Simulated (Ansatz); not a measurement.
**Structure relaxation of CsMg**

Method: DFT PBE, scalar-relativistic, plane waves, PAW in Ansatz 0.2.0. Cutoff 420 eV, Γ-centred k mesh, Gaussian smearing, no spin polarisation in the final step.

The start puts CsMg on the NaTl (B32) structure type (Fd-3m, No. 227), with Cs in place of Na, Mg in place of Tl, at a guessed volume.

```
Cs Mg
1.0
     0.00000    4.09990    4.09990
     4.09990    0.00000    4.09990
     4.09990    4.09990    0.00000
Cs Mg
2 2
Direct
  0.50000 0.50000 0.50000
  0.75000 0.75000 0.75000
  0.00000 0.00000 0.00000
  0.25000 0.25000 0.25000
```

Cell and atoms relax at zero pressure; the relaxation can't lower the symmetry of the start. After a coarse first stage the cell is made exact in the group found at 0.06 Å.

The zero of energy is the elements' standard structures at the same level; no fitted shifts are applied.

Q: What does it relax into?

A: It keeps Fd-3m (No. 227). The result has the NaTl (B32) structure. Conventional cell: a = 9.168 Å. Around Cs lie 4 Cs at 3.97 Å, 4 Mg at 3.97 Å and 6 Mg at 4.58 Å; Mg has 4 Cs at 3.97 Å, 4 Mg at 3.97 Å and 6 Cs at 4.58 Å.

```xyz
4
Lattice="0.0000 4.5838 4.5838 4.5838 0.0000 4.5838 4.5838 4.5838 0.0000" Properties=species:S:1:pos:R:3 pbc="T T T"
Cs    4.5838    4.5838    4.5838
Cs    6.8757    6.8757    6.8757
Mg    0.0000    0.0000    0.0000
Mg    2.2919    2.2919    2.2919
```

Q: What are its volume, energy, density and gap?

A: The volume per atom is 48.16 Å³. The density is 2.71 g/cm³. The energy over the elements is 0.30 eV/atom and the gap on the 10×10×10 mesh is 0 eV (a metal).

The final run used a 10×10×10 mesh on its 4-atom cell and 0.10 eV smearing. For metals, differences of a few meV/atom aren't resolved. A structure relaxed within its symmetry needn't be a true minimum. The steps took of the order of 50 core-seconds in all.

Cost: 3 runs of about 0.85 core-minutes in all, on Arm Neoverse V2 (shared hosts).